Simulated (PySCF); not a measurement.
C4H12P2.
Atom-mapped SMILES: `[CH3:1][C:2]([CH3:3])([CH3:4])[PH:5][PH2:6]` (hydrogens: H7, H8, H9 on C1; H10, H11, H12 on C3; H13, H14, H15 on C4; H16 on P5; H17, H18 on P6)

Computed with PySCF, PBE0-D3(BJ)/def2-SVP geometry optimisation, gas phase.

Question: Give the optimised bond lengths and angles.

Answer: 
```
                  bond  length (pm)   order
   C1–C2, C2–C3, C2–C4        152.8  single
                 C2–P5        189.6  single
                 P5–P6        223.9  single
C1–H7 and 8 like bonds        110.2  single
                P5–H16        143.2  single
        P6–H17, P6–H18        142.9  single
```

Bonds in one row agree within 1 pm and their mean is given. Orders are formal, as drawn. A selection of angles:
```
     angle  degrees
  C2–C1–H7    110.1
  C2–C1–H8    111.7
  H7–C1–H8    107.8
  C1–C2–C3    110.1
  C1–C2–P5    113.4
  C3–C2–P5    105.6
  C4–C2–P5    107.1
  C2–P5–P6    100.3
 C2–P5–H16     96.6
 P6–P5–H16     93.2
 P5–P6–H17     93.1
 P5–P6–H18     95.1
H17–P6–H18     92.7
```

Dihedral angles: C1–C2–P5–P6 54° (synclinal). The mirror-image conformer, all signs reversed, is as good.

P5 (three-coordinate phosphorus) is pyramidal (angles 100.3°, 96.6° and 93.2°, sum 290.2°, 0.90 Å off the plane of its three neighbours). Of the pairs four or more bonds apart, P6···H8 is among the closest relative to their van der Waals radii: 2.83 Å, 94 % of the sum of Bondi's values. P6 (three-coordinate phosphorus) is pyramidal (angles 95.1°, 93.1° and 92.7°, sum 280.9°, 0.87 Å off the plane of its three neighbours).

Point group: C1 (no symmetry element, even within 0.4 Å). No PBE0-D3(BJ)/def2-SVP frequencies stand behind this structure, so it isn't proved a minimum. The numbers are those of one conformer (C2–P5–P6–H -157° and 110°).

On one thread of an Arm Neoverse V1, shared host with 32 logical CPUs at a one-minute load of 20, this took 62 s wall and 0.69 GiB of memory at its peak. This is the geometry optimisation.
